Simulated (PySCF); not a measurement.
Broadened absorption spectrum of 2,2-dimethylbutane

Species: 2,2-dimethylbutane, C₆H₁₄.
Atom-mapped SMILES: `[CH3:1][CH2:2][C:3]([CH3:4])([CH3:5])[CH3:6]` (hydrogens: H7, H8, H9 on C1; H10, H11 on C2; H12, H13, H14 on C4; H15, H16, H17 on C5; H18, H19, H20 on C6)

Method used: TDDFT CAM-B3LYP/def2-SVPD, vertical, gas phase, core orbitals frozen in the response (PySCF 2.14.0, density-fitted response routines). Isolated species at its GFN2-xTB geometry, gas phase. Torsions of this conformer, `[CH3:1][CH2:2][C:3]([CH3:4])([CH3:5])[CH3:6]`: C1–C2–C3–C4 180°.

Each state is given a Gaussian of 0.4 eV full width at half maximum, with ε(max) = 2.175×10⁸ f / Δν̃ (Δν̃ the width in cm⁻¹). The cross-section is σ = 3.8235×10⁻²¹ ε cm², given in Mb (10⁻¹⁸ cm²). The width is an assumption, not a result. The curve ends short of the highest state used, and states not computed would add to its high-energy end.

| E (eV) | σ (Mb) |
| --- | --- |
| 8.01 | 0.02 |
| 8.04 | 0.03 |
| 8.08 | 0.07 |
| 8.11 | 0.12 |
| 8.15 | 0.23 |
| 8.18 | 0.38 |
| 8.22 | 0.69 |
| 8.25 | 1.06 |
| 8.29 | 1.78 |
| 8.32 | 2.56 |
| 8.36 | 3.99 |
| 8.39 | 5.42 |
| 8.43 | 7.82 |
| 8.46 | 10.03 |
| 8.50 | 13.45 |
| 8.53 | 16.30 |
| 8.57 | 20.30 |
| 8.60 | 23.27 |
| 8.64 | 26.87 |
| 8.67 | 29.07 |
| 8.71 | 31.05 |
| 8.75 | 31.67 |
| 8.78 | 31.19 |
| 8.82 | 29.33 |
| 8.85 | 27.19 |
| 8.89 | 23.67 |
| 8.92 | 20.82 |
| 8.96 | 17.19 |
| 8.99 | 14.88 |
| 9.03 | 12.72 |

(1) Where are the band maxima, and which computed states make them?

(2) Coming from long wavelengths, where does ε first pass 100 L mol⁻¹ cm⁻¹?

Results:

(1) 142 nm (8.75 eV), ε about 8300, made up of S1 (16%), S2 (35%) and S3 (49%) (ε in L mol⁻¹ cm⁻¹; maxima over ε = 5, shares over 10%). The states used: S1 8.61 eV (f 0.027); S2 8.74 eV (f 0.043); S3 8.80 eV (f 0.063); S4 9.34 eV (f 0.040); S5 9.42 eV (f 0.077); S6 9.53 eV (f 0.040); S7 9.61 eV (f 0.072); S8 9.63 eV (f 0.0010).

(2) At about 152 nm (8.18 eV), 0.42 eV below S1.
